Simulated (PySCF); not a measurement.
## Simulated absorption spectrum

Species: MgMe(NH2), CH₅MgN.
Structure used (PBE0-D3(BJ)/def2-SVP), in Å, numbered top down from 1:
```xyz
8
CH5MgN angstrom
Mg    -0.0025    0.0055   -0.3373
C      0.0089   -0.0084    1.7549
H      0.0591    1.0080    2.1813
H      0.8713   -0.5689    2.1555
H     -0.8979   -0.4853    2.1656
N     -0.0117    0.0181   -2.2348
H      0.8008    0.0002   -2.8451
H     -0.8279    0.0309   -2.8401
```

Method used: TDDFT PBE0/def2-SVPD, vertical, gas phase, core orbitals frozen in the response in PySCF.

Each state is given a Gaussian of 0.3 eV full width at half maximum, with ε(max) = 2.175×10⁸ f / Δν̃ (Δν̃ the width in cm⁻¹). The cross-section is σ = 3.8235×10⁻²¹ ε cm², given in Mb (10⁻¹⁸ cm²). The width is an assumption, not a result. The curve ends short of the highest state used, and states not computed would add to its high-energy end.

E (eV), σ (Mb) and a bar:
```
     3.85       0.04 
     3.92       0.22 
     3.98       0.83 
     4.04       2.45 #
     4.10       5.82 ##
     4.16      11.08 ###
     4.22      16.90 #####
     4.28      20.65 ######
     4.34      20.21 ######
     4.41      14.89 #####
     4.47       9.01 ###
     4.53       4.37 #
     4.59       1.70 #
     4.65       0.53 
     4.71       0.13 
     4.77       0.03 
     4.84       0.01 
     4.90       0.00 
     4.96       0.00 
     5.02       0.01 
     5.08       0.04 
     5.14       0.18 
     5.20       0.66 
     5.26       1.90 #
     5.33       5.08 ##
     5.39       9.63 ###
     5.45      15.87 #####
     5.51      24.39 ########
     5.57      37.25 ############
     5.63      56.13 #################
     5.69      78.21 ########################
     5.75      94.88 ##############################
     5.82      96.35 ##############################
     5.88      81.76 #########################
     5.94      60.34 ###################
     6.00      40.44 #############
     6.06      26.77 ########
     6.12      20.41 ######
     6.18      19.81 ######
     6.25      21.57 #######
     6.31      20.94 #######
     6.37      16.91 #####
     6.43      11.08 ###
     6.49       5.88 ##
```

Question: Where are the band maxima, and which computed states make them?

Answer: 288 nm (4.30 eV), ε about 5500, made up of S1 (100%); 214 nm (5.79 eV), ε about 26000, made up of S5 (87%); 198 nm (6.27 eV), ε about 5700, made up of S7 (95%) (ε in L mol⁻¹ cm⁻¹; maxima over ε = 5, shares over 10%). The states used: S1 4.30 eV (f 0.061); S2 4.95 eV (f 0.0000); S3 5.52 eV (f 0.041); S4 5.70 eV (f 0.012); S5 5.78 eV (f 0.251); S6 5.96 eV (f 0.057); S7 6.29 eV (f 0.061); S8 6.74 eV (f 0.0000); S9 6.76 eV (f 0.0016); S10 7.09 eV (f 0.060).

Question: On this curve, what absorbance would a 10⁻⁴ mol/L sample give at 280 nm over a 1 cm path?

Answer: 280 nm is 4.428 eV, where ε is about 3400 L mol⁻¹ cm⁻¹, so A = ε c l ≈ 0.34 (Beer–Lambert, with the gas-phase spectrum and the assumed width).

Question: Does any computed singlet lie in the visible range?

Answer: No computed singlet lies in the visible range (380 to 750 nm); the lowest, at 288 nm, stands 1.04 eV above its violet end (3.26 eV).

Question: What would ε be at 5.79 eV, the highest of these maxima, with half the width (0.15 eV)?

Answer: About 45700 L mol⁻¹ cm⁻¹ against 25800, a factor of about 1.8; a lone state at its own centre would give exactly 2.
